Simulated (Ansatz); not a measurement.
Level of theory: Ansatz (a quantum-chemistry and plane-wave program) with PBE0-D4/def2-TZVP. No frequencies were computed at this level.

Ansatz 0.2 input:
```yaml
crystal:
  periodic: [false, false, false]
  atoms:
    - { symbol: C, position_ang: [-0.000013, 0.00001, -0.001305] }
    - { symbol: H, position_ang: [1.051092, -0.18491, 0.001087] }
    - { symbol: H, position_ang: [-0.685722, -0.817856, 0.001944] }
    - { symbol: H, position_ang: [-0.365357, 1.002757, -0.001725] }
basis:
  gaussian: { orbitals: def2-tzvp }
hamiltonian:
  xc: pbe0
  dispersion: d4
relax:
  max_steps: 150
magnetization:
  spin_polarized: true
  initial_magnetization: 1
```

Output:

```
Functional definition: PBE0
312 factors; their error is unknown
mean field evaluation 1: about -1080.4565 eV, gradient 2.3e1 eV
mean field evaluation 2: about -1080.7436 eV, gradient 2.1e1 eV
mean field evaluation 4: about -1082.9836 eV, gradient 9.6e-2 eV
mean field evaluation 8: about -1082.9773 eV, gradient 1.4e-3 eV
mean field -1082.97733518 eV, -39.7986829993 hartree, gradient 7.1e-6 eV, S^2 0.754499; 0 other end points of the search recorded, 0 dependent functions left out
reference -1082.97735499 eV, -39.7986837274 hartree; 5, 4 occupied and 44, 45 virtual orbitals, 312 factors
relax step   1: F+E_penalty+E_count = -1082.99030884 eV  Δ(F+E_penalty+E_count) = +0.000e0 eV  max|allowed force component| = 4.760e-1 eV/Å  Δτ_max = 0.0000 Å  (22 SCF iters, accepted)
these checks for a lower state are left out or cut short: starts, cluster_reference, orbital_swaps, neighbouring_geometries, increment
312 factors; their error is unknown
mean field evaluation 16: about -1082.9814 eV, gradient 1.7e-1 eV
mean field -1082.98149854 eV, -39.7988360000 hartree, gradient 7.2e-6 eV, S^2 0.754564; 0 other end points of the search recorded, 0 dependent functions left out
reference -1082.98151846 eV, -39.7988367321 hartree; 5, 4 occupied and 44, 45 virtual orbitals, 312 factors
relax step   2: F+E_penalty+E_count = -1082.99449480 eV  Δ(F+E_penalty+E_count) = -4.186e-3 eV  max|allowed force component| = 1.526e-1 eV/Å  Δτ_max = 0.0477 Å  (27 SCF iters, accepted)
these checks for a lower state are left out or cut short: starts, cluster_reference, orbital_swaps, neighbouring_geometries, increment
312 factors; their error is unknown
mean field -1082.98650647 eV, -39.7990200380 hartree, gradient 6.5e-6 eV, S^2 0.754653; 0 other end points of the search recorded, 0 dependent functions left out
reference -1082.98652632 eV, -39.7990207675 hartree; 5, 4 occupied and 44, 45 virtual orbitals, 312 factors
relax step   3: F+E_penalty+E_count = -1082.99950197 eV  Δ(F+E_penalty+E_count) = -5.007e-3 eV  max|allowed force component| = 4.798e-3 eV/Å  Δτ_max = 0.0450 Å  (27 SCF iters, accepted)
312 factors; their error is unknown
mean field evaluation 32: about -1082.9892 eV, gradient 7.5e-1 eV
mean field -1082.98650647 eV, -39.7990200380 hartree, gradient 1.3e-5 eV, S^2 0.754653; 1 other end points of the search recorded, 0 dependent functions left out
reference -1082.98652632 eV, -39.7990207675 hartree; 5, 4 occupied and 44, 45 virtual orbitals, 312 factors
Total energy: -1082.99952182 eV, -39.7994983433 hartree
Atom 0 at    -0.000004     0.000003     0.001370 Å, force     0.000109    -0.000016    -0.004511 eV/Å
Atom 1 at     1.063890    -0.187183     0.000204 Å, force    -0.004798     0.000842     0.001501 eV/Å
Atom 2 at    -0.694050    -0.827771     0.001071 Å, force     0.003082     0.003769     0.001497 eV/Å
Atom 3 at    -0.369835     1.014951    -0.002643 Å, force     0.001608    -0.004594     0.001514 eV/Å
Dipole moment:     0.000001    -0.000002    -0.000835 e Å
```

Cost: around 2.0 core-seconds (rough).
